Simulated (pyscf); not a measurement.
A first-order saddle from PySCF, ωB97X-D3(BJ)/def2-SVP:

```xyz
8

O     -0.4664     1.6998    -0.7491
Si    -0.9530     0.1529    -0.2456
O      0.0597    -0.9707    -0.8471
F     -2.4737    -0.1480    -0.6701
F     -0.9455     0.1515     1.3605
H     -0.1692     2.3975     0.1327
H     -0.1711    -1.9022    -0.7589
H     -0.5359     1.6920    -1.9041
```
Charge 0, spin multiplicity 2.

Surface: doublet, charge 0. Lowest wavenumbers (cm⁻¹): 2883i, 102, 151, 233, 248.

Q: Which two sides does it connect, and which bonds change?

A: HO–Si(OH)(F)–F (SMILES O[Si](O)(F)F) + H• (SMILES [H]) ⇌ HO–Si(OH)(F)–F (SMILES O[Si](O)(F)F) + H• (SMILES [H]), a substitution at O read from left to right: H–O broken and H–O formed. At ωB97M-D3(BJ)/def2-TZVP it lies +146.5 kJ/mol from the left side and +146.5 kJ/mol from the right (each side as separated species at their lowest minima found). One saddle was located; it need not be the lowest between these sides. The angle at the attacked O is 141°.
